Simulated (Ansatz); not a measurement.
in.yaml

```yaml
crystal:
  periodic: [false, false, false]
  atoms:
    - {symbol: Cl, position_ang: [0.000000, 0.000000, -1.383000]}
    - {symbol: H, position_ang: [0.000000, 0.000000, 0.150000]}
    - {symbol: H, position_ang: [0.000000, 0.000000, 1.233000]}
basis:
  gaussian: {orbitals: 6-31G}
magnetization: {spin_polarized: true, initial_magnetization: 1}
correlation: {method: ccsdt, electrons: all}
```

```sh
$ ansatz run in.yaml --threads 1 --pin off --events-out ev --progress --plain --max-ram 2393MiB
```

The program prints:

```
316 factors; integrals over basis functions are off by at most 8.1e-8 eV
mean field evaluation 1: about -12530.5423 eV, gradient 8.3e0 eV
mean field evaluation 2: about -12530.5441 eV, gradient 8.3e0 eV
mean field evaluation 4: about -12531.3732 eV, gradient 1.7e0 eV
mean field evaluation 8: about -12531.4323 eV, gradient 6.3e-3 eV
mean field evaluation 16: about -12531.4215 eV, gradient 6.6e-1 eV
mean field evaluation 32: about -12529.6046 eV, gradient 4.9e-2 eV
mean field -12531.43231808 eV, -460.5216435795 hartree, gradient 1.7e-6 eV, S^2 0.809493; 1 other end points of the search recorded, 0 dependent functions left out
determinant -12531.43231808 eV, -460.5216435795 hartree, with singles and doubles -12533.24825959 eV, -460.5883781992 hartree
determinant -12529.60444184 eV, -460.4544703667 hartree, with singles and doubles -12531.29450888 eV, -460.5165791847 hartree
reference -12531.43231808 eV, -460.5216435795 hartree; 10, 9 occupied and 7, 8 virtual orbitals, 316 factors
second order -1.40806808 eV of doubles, -0.00000000 eV of singles
cycle   1  -1.62547744 eV  change   -2.2e-1 eV  update   4.8e-2
cycle   2  -1.78570150 eV  change   -1.6e-1 eV  update   2.6e-2
cycle   3  -1.83501145 eV  change   -4.9e-2 eV  update   1.2e-2
cycle   4  -1.83850173 eV  change   -3.5e-3 eV  update   4.0e-3
cycle   5  -1.83882014 eV  change   -3.2e-4 eV  update   1.2e-3
cycle   6  -1.83920868 eV  change   -3.9e-4 eV  update   6.1e-4
cycle   7  -1.83949323 eV  change   -2.8e-4 eV  update   3.3e-4
cycle   8  -1.83949980 eV  change   -6.6e-6 eV  update   9.4e-5
cycle   9  -1.83949051 eV  change    9.3e-6 eV  update   2.9e-5
cycle  10  -1.83949126 eV  change   -7.6e-7 eV  update   1.0e-5
cycle  11  -1.83949123 eV  change    3.4e-8 eV  update   3.2e-6
cycle  12  -1.83949107 eV  change    1.6e-7 eV  update   8.5e-7
Total energy: -12533.27180915 eV, -460.5892436296 hartree
```

Ran on 1 thread of Arm Neoverse V1, shared host: 2.4 s wall, 0.1 GiB peak host memory.
